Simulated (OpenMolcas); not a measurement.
**A workflow on N2H3 (hydrazinyl radical)**

Wanted: a single-point energy (UHF/STO-3G), then a single-point energy (CASSCF(3,3)/STO-3G), then the energy (CASPT2(3,3)/STO-3G), then a single-point energy (SC-NEVPT2(3,3)/STO-3G), then a single-point energy (MRCI(3,3)/STO-3G) of N2H3 (hydrazinyl radical). 

The results are computed with OpenMolcas 26.06.

2 further runs of the same task are left out: 2 set aside as unsound or not needed.

**1. Starting point**

The species is N2H3 (5 atoms), meant as a doublet with charge 0. SMILES: `[NH]N`. The N2–H4 distance was set to 1.516 Å, away from the relaxed value. At this shape a bond of the SMILES string is far longer than usual.

Bond lengths: N1–N2 1.335 Å, N1–H3 1.020 Å, N2–H5 1.017 Å. Angles: N1–N2–H5 121.7°, N2–N1–H3 109.8°. A long bond or contact: N2–H4 1.516 Å.

**2. A single-point energy at UHF/STO-3G (run 1)**

step1.inp

```
>>> EXPORT MOLCAS_PRINT=2

&gateway
  baslib
  $CurrDir
  coord
  5
  angstrom
  N        0.283470      -0.968409       0.583682
  N        0.332170       0.089041      -0.229458
  H        1.210190      -1.152079       0.967512
  H       -1.043070       0.577800      -0.638700
  H        1.050990       0.801921      -0.137348
  basis
  STO-3G
  group
  NoSym

&seward

&scf
  uhf
  spin
  2
  scramble
  0.25
  prorbitals
  1 1
```

The basis set STO-3G is read from a file made from the Basis Set Exchange's data (not shown).

Started as:

```console
$ export MOLCAS_MEM=1860
$ pymolcas step1.inp > step1.log
```

The log of the run:

```text
--- Start Module: gateway ---
[...]
--- Stop Module: gateway /rc=_RC_ALL_IS_WELL_ ---
--- Start Module: seward ---
[...]
      Basis functions           13
--- Stop Module: seward /rc=_RC_ALL_IS_WELL_ ---
--- Start Module: scf ---
[...]
       Convergence after  24 Iterations
[...]
::    Total SCF energy                               -109.0222699201
[...]
      Total spin, S                                     0.6034811671
[...]
      Total electronic charge=   17.000000
      Total            charge=   -0.000000
[...]
      Dipole Moment (debye):
      Origin of the operator (angstrom)=    0.3174   -0.3894    0.1661
                   X=  1.1475E+00               Y=  1.8325E+00               Z=  1.0886E-01           Total=  2.1649E+00
      Quadrupole Moment (debye*angstrom):
[...]
--- Stop Module: scf /rc=_RC_ALL_IS_WELL_ ---
[...]
```

It took 1.8 s on 1 thread of Arm Neoverse V2, shared host; peak memory 0.37 GiB.

**3. A single-point energy at CASSCF(3,3)/STO-3G (run 2)**

step2.inp

```
>>> EXPORT MOLCAS_PRINT=2
&GATEWAY
BasLib=$CurrDir
Coord
5
angstrom
N        0.283470      -0.968409       0.583682
N        0.332170       0.089041      -0.229458
H        1.210190      -1.152079       0.967512
H       -1.043070       0.577800      -0.638700
H        1.050990       0.801921      -0.137348
Basis=STO-3G
Group=NoSym
&SEWARD
&RASSCF
FileOrb=$CurrDir/step1.UnaOrb
Spin=2
Nactel=3 0 0
Inactive=7
Ras2=3
OrbListing=Nothing
OrbAppear=Compact
```

The basis set STO-3G is read from a file made from the Basis Set Exchange's data (not shown).

Started as:

```console
$ export MOLCAS_MEM=1860
$ pymolcas step2.inp > step2.log
```

The log of the run:

```text
--- Start Module: gateway ---
[...]
--- Stop Module: gateway /rc=_RC_ALL_IS_WELL_ ---
--- Start Module: seward ---
[...]
      Basis functions           13
--- Stop Module: seward /rc=_RC_ALL_IS_WELL_ ---
--- Start Module: rasscf ---
[...]
      Number of active orbitals                  3
[...]
      Spin quantum number                      0.5
[...]
      Active orbitals                            3
[...]
      Number of CSFs                             8
[...]
      Number of root(s) required                 1
[...]
      Convergence after 11 iterations
[...]
      printout of CI-coefficients larger than  0.05 for root  1
      energy=    -109.067886
      conf/sym  111     Coeff  Weight
             1  2u0  -0.96939 0.93971
             8  0u2  -0.23937 0.05730
      Natural orbitals and occupation numbers for root  1
      sym 1:   1.881954   0.998324   0.119722
      ************************************************************************************************************************
      *                                                    Final results                                                     *
[...]
::    RASSCF root number  1 Total energy:   -109.06788573
[...]
      Total electronic charge=   17.000000
      Total            charge=   -0.000000
[...]
      Dipole Moment (debye):
      Origin of the operator (angstrom)=    0.3174   -0.3894    0.1661
                   X=  1.3167E+00               Y=  1.7670E+00               Z=  2.5987E-01           Total=  2.2189E+00
      Quadrupole Moment (debye*angstrom):
[...]
--- Stop Module: rasscf /rc=_RC_ALL_IS_WELL_ ---
[...]
```

Wall time 1.6 s (1 thread of Arm Neoverse V2, shared host); peak memory 0.37 GiB.

**4. A single-point energy at CASPT2(3,3)/STO-3G (run 3)**

step3.inp

```
>>> EXPORT MOLCAS_PRINT=2
&GATEWAY
BasLib = $CurrDir
Coord
5
angstrom
N        0.283470      -0.968409       0.583682
N        0.332170       0.089041      -0.229458
H        1.210190      -1.152079       0.967512
H       -1.043070       0.577800      -0.638700
H        1.050990       0.801921      -0.137348
Basis = STO-3G
Group = NoSym
&SEWARD
&RASSCF
FileOrb = $CurrDir/step2.RasOrb
Spin = 2
Nactel = 3 0 0
Inactive = 7
Ras2 = 3
OrbListing = Nothing
OrbAppear = Compact
&CASPT2
Imaginary = 0.1
Frozen = 2
```

The basis set STO-3G is read from a file made from the Basis Set Exchange's data (not shown).

Started as:

```console
$ export MOLCAS_MEM=1860
$ pymolcas step3.inp > step3.log
```

The log of the run:

```text
--- Start Module: gateway ---
[...]
--- Stop Module: gateway /rc=_RC_ALL_IS_WELL_ ---
[...]
      Basis functions           13
[...]
--- Start Module: rasscf ---
[...]
      Number of active orbitals                  3
[...]
      Spin quantum number                      0.5
[...]
      Active orbitals                            3
[...]
      Number of CSFs                             8
[...]
      Number of root(s) required                 1
[...]
      Convergence after  4 iterations
[...]
      printout of CI-coefficients larger than  0.05 for root  1
      energy=    -109.067886
      conf/sym  111     Coeff  Weight
             1  2u0  -0.96939 0.93971
             8  0u2  -0.23937 0.05730
      Natural orbitals and occupation numbers for root  1
      sym 1:   1.881953   0.998324   0.119722
      ************************************************************************************************************************
      *                                                    Final results                                                     *
[...]
::    RASSCF root number  1 Total energy:   -109.06788573
[...]
      Total electronic charge=   17.000000
      Total            charge=   -0.000000
[...]
      Dipole Moment (debye):
      Origin of the operator (angstrom)=    0.3174   -0.3894    0.1661
                   X=  1.3167E+00               Y=  1.7669E+00               Z=  2.5986E-01           Total=  2.2189E+00
      Quadrupole Moment (debye*angstrom):
[...]
--- Stop Module: rasscf /rc=_RC_ALL_IS_WELL_ ---
--- Start Module: caspt2 ---
[...]
 ###    WARNING: User changed nr of frozen orbitals.                         ###
 ###############################################################################
[...]
      E2 (Variational):          -0.0712192385
      Total energy:            -109.1391049716
[...]
      Reference weight:           0.97082
[...]
::    CASPT2 Root  1     Total energy:   -109.13910497
[...]
--- Stop Module: caspt2 /rc=_RC_ALL_IS_WELL_ ---
[...]
```

Run time: 1.6 s. Hardware: 1 thread of Arm Neoverse V2, shared host; peak memory 0.37 GiB.

**5. A single-point energy at SC-NEVPT2(3,3)/STO-3G (run 4)**

step4.input

```
* H3N2 NEVPT2
>>> EXPORT MOLCAS_PRINT=2

&GATEWAY
  BasLib=$CurrDir
  Coord
  5
  angstrom
  N        0.283470      -0.968409       0.583682
  N        0.332170       0.089041      -0.229458
  H        1.210190      -1.152079       0.967512
  H       -1.043070       0.577800      -0.638700
  H        1.050990       0.801921      -0.137348
  Basis=STO-3G
  Group=NoSym

&SEWARD

&RASSCF
  FileOrb=$CurrDir/step2.RasOrb
  Spin=2
  Nactel=3 0 0
  Inactive=7
  Ras2=3
  OrbListing=Nothing
  OrbAppear=Compact

&CASPT2
  SC-NEVPT2
  Frozen=2
```

The basis set STO-3G is read from a file made from the Basis Set Exchange's data (not shown).

Started as:

```console
$ export MOLCAS_MEM=1860
$ pymolcas step4.input > step4.log
```

The log of the run:

```text
--- Start Module: gateway ---
[...]
--- Stop Module: gateway /rc=_RC_ALL_IS_WELL_ ---
[...]
      Basis functions           13
[...]
--- Start Module: rasscf ---
[...]
      Number of active orbitals                  3
[...]
      Spin quantum number                      0.5
[...]
      Active orbitals                            3
[...]
      Number of CSFs                             8
[...]
      Number of root(s) required                 1
[...]
      Convergence after  4 iterations
[...]
      printout of CI-coefficients larger than  0.05 for root  1
      energy=    -109.067886
      conf/sym  111     Coeff  Weight
             1  2u0  -0.96939 0.93971
             8  0u2  -0.23937 0.05730
      Natural orbitals and occupation numbers for root  1
      sym 1:   1.881953   0.998324   0.119722
      ************************************************************************************************************************
      *                                                    Final results                                                     *
[...]
::    RASSCF root number  1 Total energy:   -109.06788573
[...]
      Total electronic charge=   17.000000
      Total            charge=   -0.000000
[...]
      Dipole Moment (debye):
      Origin of the operator (angstrom)=    0.3174   -0.3894    0.1661
                   X=  1.3167E+00               Y=  1.7669E+00               Z=  2.5986E-01           Total=  2.2189E+00
      Quadrupole Moment (debye*angstrom):
[...]
--- Stop Module: rasscf /rc=_RC_ALL_IS_WELL_ ---
--- Start Module: caspt2 ---
[...]
 ###    WARNING: User changed nr of frozen orbitals.                         ###
 ###############################################################################
[...]
      E2 (Variational):          -0.0701039927
[...]
      E2 (Variational):          -0.0698559315
      Total energy:            -109.1377416646
[...]
      Reference weight:           0.97192
[...]
::    SC-NEVPT2 Root  1     Total energy:   -109.13774166
[...]
--- Stop Module: caspt2 /rc=_RC_ALL_IS_WELL_ ---
[...]
```

Run time: 1.6 s. Hardware: 1 thread of Arm Neoverse V2, shared host; peak memory 0.37 GiB.

**6. A single-point energy at MRCI(3,3)/STO-3G (run 5)**

step5.input

```
&GATEWAY
 BasLib
 $CurrDir
 Coord
 5
 angstrom
 N        0.283470      -0.968409       0.583682
 N        0.332170       0.089041      -0.229458
 H        1.210190      -1.152079       0.967512
 H       -1.043070       0.577800      -0.638700
 H        1.050990       0.801921      -0.137348
 Basis
 STO-3G
 Group
 NoSym

&SEWARD

&RASSCF
 FileOrb
 $CurrDir/step2.RasOrb
 Spin
 2
 Nactel
 3 0 0
 Inactive
 7
 Ras2
 3
 OrbListing
 Nothing
 OrbAppear
 Compact

&MOTRA
 LumOrb
 Frozen
 2

&GUGA
 Electrons
 13
 Spin
 2
 Inactive
 5
 Active
 3
 CIAll
 1

&MRCI
 SDCI
```

The basis set STO-3G is read from a file made from the Basis Set Exchange's data (not shown).

Started as:

```console
$ export MOLCAS_MEM=1860
$ pymolcas step5.input > step5.log
```

The log of the run:

```text
--- Start Module: gateway ---
[...]
--- Stop Module: gateway /rc=_RC_ALL_IS_WELL_ ---
[...]
      Basis functions           13
[...]
      Number of active orbitals                  3
[...]
      Spin quantum number                      0.5
[...]
      Active orbitals                            3
[...]
      Number of CSFs                             8
[...]
      Number of root(s) required                 1
[...]
      Convergence after  4 iterations
[...]
      printout of CI-coefficients larger than  0.05 for root  1
      energy=    -109.067886
      conf/sym  111     Coeff  Weight
             1  2u0  -0.96939 0.93971
             8  0u2  -0.23937 0.05730
      Natural orbitals and occupation numbers for root  1
      sym 1:   1.881953   0.998324   0.119722
      ************************************************************************************************************************
      *                                                    Final results                                                     *
[...]
::    RASSCF root number  1 Total energy:   -109.06788573
[...]
      Dipole Moment (debye):
      Origin of the operator (angstrom)=    0.3174   -0.3894    0.1661
                   X=  1.3167E+00               Y=  1.7669E+00               Z=  2.5986E-01           Total=  2.2189E+00
      Quadrupole Moment (debye*angstrom):
[...]
      *** WARNING: Default frozen orbitals is overwritten by user input.
      *** Default values:   2
[...]
--- Start Module: guga ---
[...]
--- Stop Module: guga /rc=_RC_ALL_IS_WELL_ ---
--- Start Module: mrci ---
[...]
       (But an ACPF correction will be computed)
       USE THE DEFAULT ACPF G-VALUE GFAC=  0.15384615384615385
[...]
                      CI ENERGY:  -109.16108247
[...]
                ACPF CORRECTION:    -0.00535400
[...]
      Total electronic charge=   17.000000
      Total            charge=   -0.000000
[...]
     ACPF CORRECTION:     -0.00535400
[...]
  CI State   1     Total energy:   -109.16108247     QDav:     -0.00639425     QACPF:     -0.00535400
[...]
--- Stop Module: mrci /rc=_RC_ALL_IS_WELL_ ---
[...]
```

It took 1.9 s on 1 thread of Arm Neoverse V2, shared host; peak memory 0.37 GiB.

**7. Results**

```
                                                    quantity          value
                             run 1, UHF/STO-3G: total energy  -109.02227 Eh
                            run 1, UHF/STO-3G: dipole moment         2.16 D
       run 1, UHF/STO-3G: HOMO energy (highest over α and β)       -7.45 eV
        run 1, UHF/STO-3G: LUMO energy (lowest over α and β)        7.48 eV
                                     run 1, UHF/STO-3G: ⟨S²⟩          0.968
                     run 2, CASSCF(3,3)/STO-3G: total energy  -109.06789 Eh
   run 2, CASSCF(3,3)/STO-3G: dipole moment (CASSCF density)         2.22 D
                     run 3, CASPT2(3,3)/STO-3G: total energy  -109.13910 Eh
   run 3, CASPT2(3,3)/STO-3G: dipole moment (CASSCF density)         2.22 D
                  run 4, SC-NEVPT2(3,3)/STO-3G: total energy  -109.13774 Eh
run 4, SC-NEVPT2(3,3)/STO-3G: dipole moment (CASSCF density)         2.22 D
                       run 5, MRCI(3,3)/STO-3G: total energy  -109.16108 Eh
     run 5, MRCI(3,3)/STO-3G: dipole moment (CASSCF density)         2.22 D
```

⟨S²⟩ (run 1, UHF/STO-3G) is 0.97 where a pure doublet has 0.75: the reference is spin-contaminated. The run (run 1, UHF/STO-3G) may have ended on a state above the lowest. Mulliken charges (run 2, CASSCF(3,3)/STO-3G) run from -0.23 on N2 to +0.19 on H5; they depend strongly on the basis. Mulliken charges (run 4, SC-NEVPT2(3,3)/STO-3G) of the CASSCF density run from -0.23 on N2 to +0.19 on H5; they depend strongly on the basis. Mulliken charges (run 5, MRCI(3,3)/STO-3G) of the CASSCF density run from -0.23 on N2 to +0.19 on H5; they depend strongly on the basis.
